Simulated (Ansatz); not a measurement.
Ansatz (a quantum-chemistry and plane-wave program) input (RI-MP2/aug-cc-pVTZ):
A basis named .json is the Basis Set Exchange file of that set.

Ansatz 0.2 input:
```yaml
crystal:
  periodic: [false, false, false]
  atoms:
    - {symbol: O, position_ang: [0.00099809, 0.01389308, 1.14711140]}
    - {symbol: C, position_ang: [0.00924645, 1.12452499, 0.24677396]}
    - {symbol: C, position_ang: [-0.00831003, -1.06235820, 0.31731738]}
    - {symbol: C, position_ang: [0.00561935, 0.80061591, -1.07178213]}
    - {symbol: C, position_ang: [-0.00608590, -0.66131746, -0.98413576]}
    - {symbol: H, position_ang: [0.01719716, 2.05952955, 0.79186404]}
    - {symbol: H, position_ang: [-0.01570943, -2.02795876, 0.80476096]}
    - {symbol: H, position_ang: [-0.01229172, -1.35150690, -1.82255693]}
basis:
  gaussian:
    orbitals: aug-cc-pVTZ
    fitting: {mean_field: def2-universal-jkfit, correlation: aug-cc-pVTZ-RIFIT.json}
total_charge: -1
magnetization: {spin_polarized: false}
correlation: {method: mp2, electrons: outside_noble_gas}
```

End of the output:

```
integrals: 0.35 GiB planned
431 factors; integrals over basis functions are off by at most 9.0e-1 eV
mean field: 0.82 GiB planned
mean field evaluation 1: about -6201.8319 eV, gradient 3.5e1 eV
mean field evaluation 2: about -6204.1056 eV, gradient 2.6e1 eV
mean field evaluation 4: about -6205.6487 eV, gradient 1.7e0 eV
mean field evaluation 8: about -6205.6605 eV, gradient 1.0e-6 eV
mean field -6205.66054729 eV, -228.0538187650 hartree, gradient 1.0e-6 eV, S^2 0.000000; 0 other end points of the search recorded, 0 dependent functions left out; unrestricted orbitals would lower it
5 core orbitals not correlated
668 factors; their error is unknown
reference -6205.66054729 eV, -228.0538187650 hartree; 13, 13 occupied and 281, 281 virtual orbitals, 668 factors
second order -24.48504728 eV of doubles, -0.00000000 eV of singles
Total energy: -6230.14559456 eV, -228.9536276559 hartree
```

It need not be the lowest isomer of its formula. Whether it binds its extra electron was not tested at this geometry.
